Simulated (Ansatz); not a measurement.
```yaml
crystal:
  periodic: [false, false, false]
  atoms:
    - {symbol: Y, position_ang: [0.000000, 0.000000, 0.000000]}
    - {symbol: N, position_ang: [0.000000, 0.000000, 2.160000]}
basis:
  gaussian: {orbitals: def2-TZVP}
total_charge: 1
magnetization: {spin_polarized: true, initial_magnetization: 3}
hamiltonian: {xc: pbe0}
relax: {f_tol: 0.004, max_steps: 80}
```

```sh
$ ansatz run in.yaml --threads 1 --pin off --events-out ev --progress --plain --max-ram 2176MiB
```

Steps of the relaxation (energy above the last step; positions in Å, forces in eV/Å):

```
2
step 1, 10.2 meV
Y     0.000    0.000    0.000    0.000    0.000    0.535
N     0.000    0.000    2.160    0.000    0.000   -0.535
```

```
2
step 2, 1.6 meV
Y     0.000    0.000    0.025    0.000    0.000   -0.225
N     0.000    0.000    2.135    0.000    0.000    0.225
```

```
2
step 3, 0.0 meV
Y     0.000    0.000    0.019    0.000    0.000   -0.005
N     0.000    0.000    2.141    0.000    0.000    0.005
```

```
2
step 5, 0.0 meV
Y     0.000    0.000    0.018    0.000    0.000    0.000
N     0.000    0.000    2.142    0.000    0.000    0.000
```

Close pairs at the end: Y1–N2 2.123 Å.

A stationary point of unrestricted PBE0 after 5 steps, with ⟨S²⟩ = 3.757 against 3.75 for a pure state. 40 s on 1 thread of Arm Neoverse V1, shared host.
